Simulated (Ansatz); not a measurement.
Grey tin (α-Sn), treated with r²SCAN50 (PAW; Ansatz, a quantum-chemistry and plane-wave program).

Numerical settings: plane-wave cutoff 520 eV, 8×8×8 k mesh, Fermi–Dirac smearing 0.01 eV, scalar-relativistic PAW data made under PBE.

The volume scan:

```json
[
 {"V (Å³/atom)": "31.906", "E − E_lowest (meV/atom)": "15.87", "P (GPa)": "3.18"},
 {"V (Å³/atom)": "33.065", "E − E_lowest (meV/atom)": "1.41", "P (GPa)": "0.89"},
 {"V (Å³/atom)": "33.585", "E − E_lowest (meV/atom)": "0.00", "P (GPa)": "-0.01"},
 {"V (Å³/atom)": "34.425", "E − E_lowest (meV/atom)": "3.47", "P (GPa)": "-1.29"},
 {"V (Å³/atom)": "35.117", "E − E_lowest (meV/atom)": "11.10", "P (GPa)": "-2.22"}
]
```

Question: Estimate the bulk modulus from the pressures at 33.065 and 34.425 Å³/atom, and compare it with a fit to all energies.

Answer: B = −V dP/dV. Between V = 33.065 and 34.425 Å³/atom, dP/dV = (-1.29 − (0.89))/(34.425 − 33.065) = -1.60 GPa per Å³/atom; at the midpoint 33.745 Å³/atom this gives B ≈ 54.1 GPa. The third-order Birch–Murnaghan fit gives V0 = 33.582 Å³/atom, B0 = 55.2 GPa, B′ = 4.7, which lies 2 % above that estimate.

Measured, for comparison: bulk modulus 42.8 GPa (0 K value with the zero-point phonon effect removed; as tabulated in Mejia-Rodriguez and Trickey (2018), arXiv:1807.09216); equilibrium volume per atom 33.97 Å³/atom (static lattice: zero-point anharmonic expansion removed; as tabulated in Mejia-Rodriguez and Trickey (2018), arXiv:1807.09216). Computed (rounded) less measured: bulk modulus +29 %, equilibrium volume per atom -1.1 %.

Spin–orbit coupling is not included.

Static lattice: no zero-point or thermal effects.

Cost on a shared machine: around 27 core-minutes (rough).
